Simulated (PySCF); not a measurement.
# C5H5Cl: the cost of one run

Computed with PySCF 2.14.0, with density-fitted response routines of our own, on a single molecule in the gas phase. Atoms count from 0, in the outputs and in this text.

## 1. The starting structure

11 atoms, charge 0, multiplicity 1; geometry from: MMFF94s. The atoms were then displaced at random by about 0.03 Å, so the start is not that level's minimum.

Bonds of the start (Å): C0–C1 1.39, C1–C2 1.28, C2–C3 1.49, C3–C4 1.28, C4–Cl5 1.59, C4–C2 1.42, C0–H6 1.09, C0–H7 1.09, C0–H8 1.16, C1–H9 1.09, C3–H10 1.02.

## 2. Optimising the geometry at PBE0-D3(BJ)/def2-SVP

Job settings and geometry (Å):

```
{"job": {"xc": "PBE0", "basis": "def2-SVP", "d3": "d3bj", "grid": 1, "shake": 0.03, "kind": "geom"}, "charge": 0, "multiplicity": 1}
C     -1.731290    -0.044290     0.064080
C     -0.501560    -0.663330     0.266640
C      0.621690    -0.110160    -0.009810
C      1.564710     0.965530    -0.440480
C      2.045120    -0.158420    -0.050830
Cl     3.388760    -0.958320     0.253780
H     -2.370370    -0.550180    -0.652820
H     -2.293530     0.121590     0.981140
H     -1.676020     1.059430    -0.292680
H     -0.525310    -1.667500     0.702050
H      1.575870     1.920160    -0.790180
```

Started as:

```console
> OMP_NUM_THREADS=1 python probes_run.py task.json out
```

This one command runs all jobs of the session in turn.

**Question.** How long does this first job take on 1 thread of Intel Xeon Platinum 8488C, shared host, and how much memory does it need?

About 30 s, with a peak of 0.46 GiB.
